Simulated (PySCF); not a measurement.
System (SMILES): C#C (C2H2).
Geometry (B3LYP-D3(BJ)/def2-TZVP, fixed):
```xyz
4

C      0.0000     0.0000    -0.5984
C      0.0000     0.0000     0.5984
H      0.0000     0.0000     1.6611
H      0.0000     0.0000    -1.6611
```

Basis-set convergence of the mean static polarisability at PBE with PySCF. All functions are spherical. Density fitting with generated auxiliary sets. No added dispersion term, no relativity. Reference: the value in d-aug-cc-pVTZ, 23.88 bohr³, itself unsure by roughly 0.3 % (its mean distance from aug-pcseg-3, aug-cc-pVQZ, aug-pcseg-2). Deviations are taken from unrounded values.

```json
[
 {"basis": "cc-pVDZ", "functions": "38", "mean static polarisability (bohr³)": "15.95", "minus reference (%)": "-33.2"},
 {"basis": "def2-SVP", "functions": "38", "mean static polarisability (bohr³)": "15.99", "minus reference (%)": "-33.0"},
 {"basis": "pcseg-1", "functions": "38", "mean static polarisability (bohr³)": "16.19", "minus reference (%)": "-32.2"},
 {"basis": "pcseg-2", "functions": "88", "mean static polarisability (bohr³)": "19.66", "minus reference (%)": "-17.7"},
 {"basis": "d-aug-cc-pVDZ", "functions": "90", "mean static polarisability (bohr³)": "23.80", "minus reference (%)": "-0.3"},
 {"basis": "aug-cc-pVTZ", "functions": "138", "mean static polarisability (bohr³)": "23.70", "minus reference (%)": "-0.7"},
 {"basis": "aug-pcseg-2", "functions": "138", "mean static polarisability (bohr³)": "23.71", "minus reference (%)": "-0.7"},
 {"basis": "d-aug-cc-pVTZ", "functions": "188", "mean static polarisability (bohr³)": "23.88", "minus reference (%)": "0.0"},
 {"basis": "aug-cc-pVQZ", "functions": "252", "mean static polarisability (bohr³)": "23.83", "minus reference (%)": "-0.2"}
]
```

The smallest set listed that lies within 2 % of the reference with all its larger relatives (same family, alike in diffuse functions; a set with none counts only in the reference's own line) is d-aug-cc-pVDZ (90 functions, -0.3 % off). (Relatives not listed, tested too: aug-pcseg-3 -0.1 %.)
